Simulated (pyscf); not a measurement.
# Elimination: `[NH2][SiH2]` [doublet] → `[NH]=[SiH]` [doublet] + `[H][H]`

Gas phase, doublet surface, charge 0. Bonds broken: N1–H3, Si2–H5. Bonds formed: H3–H5. Single points on ωB97X-D3(BJ)/def2-SVP structures (PySCF, gas phase).

Transition state (Å):

```xyz
6

N     -1.1385    -0.0869    -1.0273
Si    -0.1409     0.9109    -0.1835
H     -0.7198    -0.9399     0.0463
H     -1.6728     0.0848    -1.8785
H     -0.1328    -0.8054     0.7986
H      0.0176     2.3210    -0.7570
```

One imaginary mode, 1381i cm⁻¹; descent along it reached the two sides named.

```json
[
 {"bond": "N1–H3", "change": "breaks", "reactant side (Å)": "1.015", "saddle": "1.434", "product side": "3.0"},
 {"bond": "Si2–H5", "change": "breaks", "reactant side (Å)": "1.500", "saddle": "1.977", "product side": "4.1"},
 {"bond": "H3–H5", "change": "forms", "reactant side (Å)": "2.9", "saddle": "0.964", "product side": "0.760"}
]
```

Electronic energies relative to the reactant's lowest minimum found (kcal/mol):

```csv
level,barrier,reaction energy,reverse barrier
ωB97X-D3(BJ)/def2-TZVP,82.0,+51.2,30.8
PBE/def2-TZVP,70.4,+43.8,26.6
r²SCAN/def2-TZVP,76.2,+47.0,29.2
B3LYP-D3(BJ)/def2-TZVP,77.0,+45.3,31.6
PBE0-D3(BJ)/def2-TZVP,78.2,+50.8,27.4
M06-2X/def2-TZVP,81.1,+49.3,31.8
ωB97M-D3(BJ)/def2-TZVP,78.6,+47.7,31.0
HF/def2-TZVP,100.3,+56.7,43.6
```

With ωB97M-D3(BJ)/def2-TZVP energies and thermal terms (ideal gas, 1 atm, RRHO with modes under 100 cm⁻¹ raised to 100, one conformer, R ln 2 for chiral ones without a mode under 150 cm⁻¹), in kcal/mol:

| T (K) | ΔH‡ | ΔG‡ | ΔH | ΔG |
|---|---|---|---|---|
| 298 | 73.8 | 74.2 | +42.3 | +34.1 |
| 600 | 73.6 | 74.6 | +43.0 | +25.5 |
| 900 | 73.4 | 75.2 | +43.1 | +16.8 |
| 1200 | 73.2 | 75.8 | +42.7 | +8.1 |

At the saddle there is also a short H–Si contact that neither side keeps. The same reactants have a lower exit, to H₂N–SiH: [singlet] + H• (no saddle found, reaction energy +52.1 kcal/mol at ωB97M-D3(BJ)/def2-TZVP, against +78.6 kcal/mol here). This is the saddle that the search found; another between the same sides may lie lower.
